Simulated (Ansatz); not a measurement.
# C₄H₇N: one species, many methods

An exercise on one series of results from a longer session: the logs are not shown, and one member is left open.

Method: functionals in def2-TZVPP, the program's frozen cores in correlated methods; program: Ansatz 0.2.0, Gaussian basis.

Levels to be run: LDA (SPW92), PBE-D4, revPBE-D4, BLYP-D4, r2SCAN-D4, B97M-V, PBE0-D4, B3LYP-D4, r2SCANh-D4, r2SCAN0-D4, HSE06-D4, BHLYP-D4, CAM-B3LYP-D4, LC-ωPBE, ωB97X-V, ωB97M-V, B2PLYP, PBE-QIDH; CCSD(T)/def2-SVP; CCSD(T)/def2-TZVPP; MP2/def2-QZVPP; extrapolation to the limit; RPA on PBE.

## Structure used throughout

All runs share one geometry, relaxed beforehand with PBE0-D4 in a triple-zeta def2 set.

SMILES `C#CCNC`, 12 atoms, charge 0, spin multiplicity 1.

Atoms are counted from 1 here; the program's logs count them from 0.

Bond lengths: C1–C2 1.200 Å, C1–H6 1.064 Å, C2–C3 1.454 Å, C3–N4 1.450 Å, C3–H7 1.097 Å, C3–H8 1.106 Å, N4–C5 1.445 Å, N4–H9 1.012 Å, C5–H10 1.091 Å, C5–H11 1.103 Å, C5–H12 1.094 Å. Angles: C2–C1–H6 179.4°, C1–C2–C3 178.8°, C2–C3–N4 111.9°, C2–C3–H7 109.0°, C2–C3–H8 108.4°, N4–C3–H7 108.4°, N4–C3–H8 112.9°, H7–C3–H8 106.0°, C3–N4–C5 112.2°, C3–N4–H9 109.3°, C5–N4–H9 110.6°, N4–C5–H10 109.6°, N4–C5–H11 114.1°, N4–C5–H12 109.5°, H10–C5–H11 108.4°, H10–C5–H12 107.5°, H11–C5–H12 107.5°.

Coordinates:

```
C    -2.7766    0.8847    0.3385
C    -1.6373    0.7074    0.0071
C    -0.2473    0.5033   -0.3677
N     0.2920   -0.7183    0.1975
C     1.7101   -0.8532   -0.0458
H    -3.7907    1.0363    0.6231
H    -0.1768    0.4394   -1.4603
H     0.3279    1.4017   -0.0765
H     0.0964   -0.7421    1.1900
H     2.0814   -1.7544    0.4445
H     2.3099    0.0046    0.3028
H     1.8880   -0.9648   -1.1193
```

The first run:

in.yaml reads:

```yaml
crystal:
  periodic: [false, false, false]
  atoms:
    - {symbol: C, position_ang: [-2.776592, 0.884739, 0.338467]}
    - {symbol: C, position_ang: [-1.637281, 0.707437, 0.007137]}
    - {symbol: C, position_ang: [-0.247283, 0.503346, -0.367660]}
    - {symbol: N, position_ang: [0.291955, -0.718290, 0.197479]}
    - {symbol: C, position_ang: [1.710087, -0.853180, -0.045798]}
    - {symbol: H, position_ang: [-3.790686, 1.036343, 0.623106]}
    - {symbol: H, position_ang: [-0.176824, 0.439390, -1.460298]}
    - {symbol: H, position_ang: [0.327910, 1.401674, -0.076459]}
    - {symbol: H, position_ang: [0.096414, -0.742076, 1.189975]}
    - {symbol: H, position_ang: [2.081386, -1.754364, 0.444501]}
    - {symbol: H, position_ang: [2.309895, 0.004588, 0.302768]}
    - {symbol: H, position_ang: [1.888018, -0.964809, -1.119320]}
basis:
  gaussian: {orbitals: def2-TZVPP}
hamiltonian: {xc: lda}
output: {orbitals: {seedname: orbitals}}
```

Among the steps run: LDA; PBE-D4 (GGA); revPBE-D4 (GGA); BLYP-D4 (GGA); r2SCAN-D4 (meta-GGA); B97M-V (meta-GGA); PBE0-D4 (hybrid); B3LYP-D4 (hybrid); r2SCANh-D4 (hybrid); r2SCAN0-D4 (hybrid); HSE06-D4 (hybrid); BHLYP-D4 (hybrid); CAM-B3LYP-D4 (range-separated); LC-ωPBE-D4 (range-separated; the results give it without D4); ωB97X-V (range-separated); ωB97M-V (range-separated); B2PLYP (double hybrid); PBE-QIDH (double hybrid).

One table of the session follows, with a row left open; its other results are not shown here.

It belongs to the step «Frontier levels by functional». 

| functional | HOMO (eV) | LUMO (eV) | gap (eV) |
| --- | --- | --- | --- |
| LDA (SPW92) | -5.35 | -0.48 | 4.88 |
| PBE-D4 | -5.26 | -0.23 | 5.03 |
| revPBE-D4 | -5.22 | -0.13 | 5.09 |
| BLYP-D4 | -5.17 | -0.14 | 5.04 |
| r2SCAN-D4 | -5.55 | 0.13 | 5.68 |
| B97M-V | -5.72 | 0.06 | 5.79 |
| PBE0-D4 | -6.70 | 0.75 | 7.45 |
| B3LYP-D4 | -6.48 | 0.47 | 6.95 |
| r2SCANh-D4 | -6.09 | 0.49 | 6.57 |
| r2SCAN0-D4 | -6.90 | 1.00 | 7.90 |
| HSE06-D4 | -6.29 | 0.37 | 6.66 |
| BHLYP-D4 | ? | ? | ? |
| CAM-B3LYP-D4 | -8.12 | 1.70 | 9.82 |
| LC-ωPBE | -9.47 | 2.99 | 12.46 |
| ωB97X-V | -9.15 | 2.80 | 11.95 |
| ωB97M-V | -9.07 | 2.46 | 11.53 |

**Question.** Estimate the row for BHLYP-D4.

Worked estimate for «HOMO (eV)». Against the share of exact exchange, BLYP-D4 (0, -5.17), B3LYP-D4 (0.2, -6.48) give a slope of -6.55 per unit share; at 0.5 the line stands at -8.44.

As computed: HOMO (eV): -8.08; LUMO (eV): 1.59; gap (eV): 9.67. In «HOMO (eV)» the line misses by -0.36.
